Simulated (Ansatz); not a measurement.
Two structures of HCl$_{2}$, doublet, reached by relaxing down either side of one saddle point (PBE0-D4/def2-TZVP). Energies are electronic, without zero-point energy. Ansatz 0.2.0; basis: def2-TZVPP and def2-QZVPP; cores frozen in the correlated methods; orbitals are unrestricted. Extrapolation: Hartree–Fock as exp(−7.88 √X), correlation as X^−2.97. First:

```tsv
atom	x (Å)	y (Å)	z (Å)
H1	1.0786	0.5252	-0.0962
Cl2	0.6972	-0.6531	-0.4260
Cl3	-1.7757	0.1279	0.5222
```

Second:

```
3
angstrom
H -0.2546 1.0805 0.4643
Cl 1.2586 -1.1361 -0.7534
Cl -1.0040 0.0556 0.2891
```

Problem. Which bonds change from the first to the second?

Solution. HCl + Cl → HCl + Cl; bonds formed: H1–Cl3; bonds broken: H1–Cl2.

Problem. Give the saddle point's structure and its height above each. (To be estimated.)

Solution. By the calculation: 10.51 kcal/mol above the first and 10.51 kcal/mol above the second (CCSD(T) at an estimated basis limit (MP2 extrapolated from triple and quadruple zeta, plus CCSD(T) − MP2 in triple zeta)).
```xyz
3
angstrom
H 0.1767 0.3444 0.0790
Cl 1.0973 -0.6661 -0.5379
Cl -1.2740 0.3217 0.4589
```

No T1 diagnostic of these runs exceeds 0.026. ⟨S²⟩ of the unrestricted Hartree–Fock references: 0.76 to 0.80 (a pure state has 0.75). The unrestricted reference is spin-contaminated, which hurts MP2 most.

For scale, one of the runs: CCSD(T)/def2-TZVPP, 98 basis functions, launched by `ansatz run in.yaml --threads 2 --pin off --events-out ev --progress --plain --max-ram 4352MiB`. The run took about 6.5 s on 2 CPU threads of an Arm Neoverse V1 (shared host).
